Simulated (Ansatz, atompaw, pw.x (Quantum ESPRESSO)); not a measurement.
pw.x on bcc K: one setting changed

Potential: PAW, atompaw 4.2.0.5, PBE; core [Ne], reference 3s2 3p6 4s0.75 4p0.25; waves: 3s (bound): rc 1.50 bohr; 4s (bound): rc 3.00 bohr; 3p (bound): rc 2.40 bohr; 4p (bound): rc 3.00 bohr; 3d channel at 0.05 Ry: rc 3.00 bohr; local part: bessel scheme, radius 2.65 bohr; core correction: smooth core density matched at 2.60 bohr; augmentation: sinc compensation charge, radius 2.56 bohr; PAW radius 3.00 bohr; waves and projectors: custom rrkj gramschmidtortho.

The reference run (k-mesh 9³, cutoffs 40/400 Ry, Fermi–Dirac 0.01 Ry, mixing_beta 0.4, conv_thr 1e-9, no spin) gives -0.00 GPa at 74.315 Å³/atom, where all-electron LAPW gives -0.01 GPa. This run, with its own iteration cap, changes k-mesh points per axis to 3.

```
&control
  calculation='scf', prefix='x', pseudo_dir='./', outdir='./tmp', tstress=.true., disk_io='none'
/
&system
  ibrav=0, nat=1, ntyp=1, ecutwfc=40, ecutrho=400, nbnd=12,
  occupations='smearing', smearing='fd', degauss=0.01
/
&electrons
  conv_thr=1e-09, mixing_beta=0.4, electron_maxstep=70
/
ATOMIC_SPECIES
K 1.0 K.UPF
CELL_PARAMETERS angstrom
  -2.64853366 2.64853366 2.64853366
  2.64853366 -2.64853366 2.64853366
  2.64853366 2.64853366 -2.64853366
ATOMIC_POSITIONS crystal
K 0.0000 0.0000 0.0000
K_POINTS automatic
3 3 3 0 0 0
```

```bash
pw.x < K.scf.in > K.scf.out
```

Task: How does the run end?

Result: It converges in 14 iterations; the free energy moves by -81.8 meV/atom and the pressure by -0.13 GPa.

```
Message from routine setup:
     using ibrav=0 with symmetry is DISCOURAGED, use correct ibrav instead
     lattice parameter (alat)  =       8.6689  a.u.
     unit-cell volume          =     501.5025 (a.u.)^3
     number of electrons       =         9.00
     number of Kohn-Sham states=           12
     kinetic-energy cutoff     =      40.0000  Ry
     charge density cutoff     =     400.0000  Ry
     scf convergence threshold =      1.0E-09
     Exchange-correlation= SLA PW PBX PBC
     number of k points=     4  Fermi-Dirac smearing, width (Ry)=  0.0100
     iteration #  1     ecut=    40.00 Ry     beta= 0.40
     total energy              =    -113.01883087 Ry
     estimated scf accuracy    <       0.00344595 Ry
     iteration #  2     ecut=    40.00 Ry     beta= 0.40
     total energy              =    -113.01866933 Ry
     estimated scf accuracy    <       0.00062772 Ry
     iteration #  3     ecut=    40.00 Ry     beta= 0.40
     total energy              =    -113.01924434 Ry
     estimated scf accuracy    <       0.00012560 Ry
     [... 8 iterations left out ...]
     iteration # 12     ecut=    40.00 Ry     beta= 0.40
     total energy              =    -113.01924622 Ry
     estimated scf accuracy    <       0.00000030 Ry
     iteration # 13     ecut=    40.00 Ry     beta= 0.40
     total energy              =    -113.01924615 Ry
     estimated scf accuracy    <       0.00000017 Ry
     iteration # 14     ecut=    40.00 Ry     beta= 0.40
     the Fermi energy is     1.7614 ev
!    total energy              =    -113.01924618 Ry
     estimated scf accuracy    <          1.0E-10 Ry
     smearing contrib. (-TS)   =      -0.00148370 Ry
     convergence has been achieved in  14 iterations
          total   stress  (Ry/bohr**3)                   (kbar)     P=       -1.31
     Message from routine punch:
     Nothing written, as per user request (disk_io='none')
```

The run took about 14 s on one core of a shared server CPU.
